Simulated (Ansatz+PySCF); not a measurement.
A calculation with PySCF 2.14.0.

```python
from pyscf import gto, scf, cc

mol = gto.M(atom="""
Si 0.000000 0.000000 0.000000
H 1.641030 0.000000 1.376990
H -1.641030 0.000000 1.376990
""", basis='6-31g', charge=0, spin=0)
mf = scf.UHF(mol)
mf.kernel()
mycc = cc.CCSD(mf, frozen=5).run()
et = mycc.ccsd_t()
print(mf.e_tot, mycc.e_corr, et, mycc.e_tot + et)
```

The script is written out from the run's settings.

Results

```yaml
Converged: yes
Reference_energy: -289.87200 hartree
CCSD_correlation_energy: -0.09441 hartree
Triples_correction: -0.00127 hartree
Total_energy: -289.96768 hartree
Spin_squared_of_the_determinant: 0.000
```

This is not the lowest solution: another run reaches a determinant 0.06 eV lower.
